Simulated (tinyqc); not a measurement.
Worked calculation: geometry optimisation on the RHF/sto-3g surface (energies and gradients from PySCF), for HF, spin multiplicity 1. One step of it, computed by the program tinyqc.

Question. Step 1: move. Quasi-Newton step p = -H^(-1) g (first H = 0.6 times the unit matrix); steps longer than 0.3 bohr are cut back (factor 0.804 here).

positions at the start (bohr):
```
           x         y         z
1F  0.000000  0.000000  0.000000
2H  0.000000  0.000000  1.638393
```

gradient (hartree/bohr):
```
             x           y            z
1F  0.00000000  0.00000000   0.15832430
2H  0.00000000  0.00000000  -0.15832430
```

Give: positions after step 1.

Answer.

positions after step 1 (bohr):
```
         x       y        z
1F  0.0000  0.0000  -0.2121
2H  0.0000  0.0000   1.8505
```
